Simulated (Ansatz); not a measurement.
# CH₆B (doublet): from Hartree-Fock to the top rungs at distance C1–H5 along a hydrogen transfer = 1.138 Å, cc-pVDZ

How much of the correlation energy of CH₆B (doublet) does each wave-function method recover here?

Method: cc-pVDZ, core rule «outside noble gas», up to 2 orbitals frozen; program: Ansatz 0.2.0, Gaussian basis.

Plan: UHF; CCSD(T) on ROHF; CCSD(T) on UHF; BCCD(T) on ROHF; CISD; CCSDT(Q) on ROHF; CCSDT(Q) on UHF; CASSCF and MRCISD+Q, 3 electrons in 3 orbitals; CASSCF and NEVPT2, 3 electrons in 3 orbitals; CASSCF and MRCISD+Q, 9 electrons in 9 orbitals; CASSCF and MRCISD+Q(relaxed), 9 electrons in 9 orbitals; CASSCF and NEVPT2, 9 electrons in 9 orbitals.

### 1 The geometry

The geometry derives from fragments relaxed apart (PBE0/def2-TZVP) and kept rigid, so it is no stationary point. A hydrogen atom is moved between rigid fragments.

8 atoms, charge 0, spin multiplicity 2.

Atoms are counted from 1 here; the program's logs count them from 0.

Bond lengths: C1–H2 1.090 Å, C1–H3 1.090 Å, C1–H4 1.090 Å, C1–H5 1.138 Å, B6–H7 1.191 Å, B6–H8 1.191 Å. Angles: H2–C1–H3 109.5°, H2–C1–H4 109.5°, H2–C1–H5 109.5°, H3–C1–H4 109.5°, H3–C1–H5 109.5°, H4–C1–H5 109.5°, H7–B6–H8 129.4°.

### 2 UHF

in.yaml reads:

```yaml
crystal:
  periodic: [false, false, false]
  atoms:
    - {symbol: C, position_ang: [-1.190216, 0.000000, 0.000000]}
    - {symbol: H, position_ang: [-1.553422, 1.027300, 0.000000]}
    - {symbol: H, position_ang: [-1.553422, -0.513651, 0.889668]}
    - {symbol: H, position_ang: [-1.553422, -0.513650, -0.889669]}
    - {symbol: H, position_ang: [-0.052216, 0.000000, 0.000000]}
    - {symbol: B, position_ang: [1.404784, 0.000000, 0.000000]}
    - {symbol: H, position_ang: [1.913857, 0.000000, 1.077009]}
    - {symbol: H, position_ang: [1.913857, 0.000000, -1.077008]}
basis:
  gaussian: {orbitals: cc-pVDZ}
magnetization: {spin_polarized: true, initial_magnetization: 1}
hamiltonian: {xc: hf}
output: {orbitals: {seedname: orbitals}}
```

On the command line:

```
ansatz run in.yaml --threads 1 --pin off --events-out ev --progress --plain --max-ram 2816MiB --backend cpu
```

Further steps of the session: CCSD(T) on ROHF; CCSD(T) on UHF; BCCD(T) on ROHF; CISD; CCSDT(Q) on ROHF; CCSDT(Q) on UHF; CASSCF and MRCISD+Q, 3 electrons in 3 orbitals; CASSCF and NEVPT2, 3 electrons in 3 orbitals; CASSCF and MRCISD+Q, 9 electrons in 9 orbitals; CASSCF and MRCISD+Q(relaxed), 9 electrons in 9 orbitals; CASSCF and NEVPT2, 9 electrons in 9 orbitals.

**Question.** What will the summary of the whole plan be? Wanted: UCCSDT(Q) below the RHF energy; RMP2 from UCCSDT(Q); UMP2 from UCCSDT(Q); RCCSD from UCCSDT(Q); RCCSD(T) from UCCSDT(Q); UCCSD(T) from UCCSDT(Q); RCCSDT(Q) from UCCSDT(Q); MRCISD+Q pair from UCCSDT(Q); NEVPT2 frontier from UCCSDT(Q).

The runs gave:

| quantity | value |
| --- | --- |
| UCCSDT(Q) below the RHF energy | -8.1173 eV |
| RMP2 from UCCSDT(Q) | +1398.7 meV |
| UMP2 from UCCSDT(Q) | +1400.3 meV |
| RCCSD from UCCSDT(Q) | +216.3 meV |
| RCCSD(T) from UCCSDT(Q) | +32.8 meV |
| UCCSD(T) from UCCSDT(Q) | +32.5 meV |
| RCCSDT(Q) from UCCSDT(Q) | +0.6 meV |
| MRCISD+Q pair from UCCSDT(Q) | +75.0 meV |
| NEVPT2 frontier from UCCSDT(Q) | +1423.6 meV |
| MRCISD+Q frontier from UCCSDT(Q) | +26.4 meV |
| levels within 1 kcal/mol (43 meV) | RCCSD(T), UCCSD(T), BCCD(T), RCCSDT, UCCSDT, RCCSDT(Q), MRCISD+Q frontier, MRCISD+Q(relaxed) frontier |
| T1 diagnostic | 0.021 |

What this shows: RCCSD(T) lands +32.8 meV from the yardstick (0.4 % of the correlation energy). Of the multireference levels listed MRCISD+Q(relaxed) frontier comes nearest in total energy (+14.6 meV), which doesn't show that its space is the better one. These misses are within one basis, not against nature; the frozen cores of restricted and unrestricted runs differ, which can shift their rows.
